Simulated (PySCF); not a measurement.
**PO+: bond curves at several levels of theory**

What are the lowest state that PBE0 finds, the bond length, vibrational wavenumber and bond energy of PO+, and how much do these hang on the method?

Method: P def2-TZVPPD, O def2-TZVPPD, no relativity; program: PySCF 2.14.0.

## Step 1: Set-up

A driver script around PySCF takes these settings:

| Property | Result |
| --- | --- |
| atoms | P, O |
| charge | 1 |
| basis | P def2-TZVPPD, O def2-TZVPPD |
| Hamiltonian | no relativity |
| basis functions | 88 |
| electrons treated | 22 |
| masses in u | 30.9738, 15.9949 |
| levels | PBE0, PBE, r²SCAN, M06-L, r²SCANh, B97-3, M06, TPSSh, ωB97M-V, HF, MP2, SCS-MP2, CCSD, CCSD(T) |
| grid | 80 radial by 434 angular points |
| occupations | held fixed by the projection of orbital angular momentum |
| dissociation limit | P+ + O, each in its ground configuration |
| starting distance in angstrom | 1.765 |
| values of 2S to try | 0, 2, 4 |

On the command line:

```console
$ OMP_NUM_THREADS=2 python dia.py task.json out
```

The runs that follow: PBE0 along the bond; Excited determinants; PBE (GGA); r²SCAN (meta-GGA); M06-L (meta-GGA); r²SCANh; B97-3 (global hybrid GGA); M06 (hybrid meta-GGA); TPSSh (hybrid meta-GGA); ωB97M-V (range-separated hybrid); RHF (mean field); Adding correlation.

What does the calculation give? Wanted: for each run, Re; ωe; De; μ.

**Answer**, as computed:

Lowest PBE0 solution found, without spin–orbit coupling: ¹Σ⁺ (singlet), closed shell. State 2 has its PBE0 minimum 4.02 eV higher. The other levels ran on the lowest alone.

```
      level  Re (Å)  ωe (cm⁻¹)  De (eV)  μ (D)
        RHF   1.386       1669     4.48  -3.88
    RHF-MP2   1.451       1300     8.58    n/a
RHF-SCS-MP2   1.445       1336     8.35    n/a
   RHF-CCSD   1.424       1470     7.56    n/a
RHF-CCSD(T)   1.437       1391     7.97    n/a
        PBE   1.442       1381     8.65  -3.19
     r²SCAN   1.428       1439     8.21  -3.25
      M06-L   1.428       1454     8.26  -3.21
      TPSSh   1.429       1437     7.93  -3.26
    r²SCANh   1.422       1470     7.96  -3.33
       PBE0   1.420       1483     7.96  -3.39
      B97-3   1.420       1487     8.16  -3.41
        M06   1.418       1496     8.28  -3.47
    ωB97M-V   1.418       1502     8.30  -3.51
```

De is counted to P+ + O in their ground configurations. A positive dipole points from P to O; in an ion it is taken about the centre of mass and does not tell which atom is negative.

What this shows: Bond lengths run from 1.386 Å (RHF) to 1.451 Å (RHF-MP2). Among the levels with a De in the table, it runs from 4.48 eV (RHF) to 8.65 eV (PBE).

Correlated steps freeze 6 core orbitals. T1 is 0.026 near the minimum (highest on the curve 0.048), which may point to more than one leading configuration.
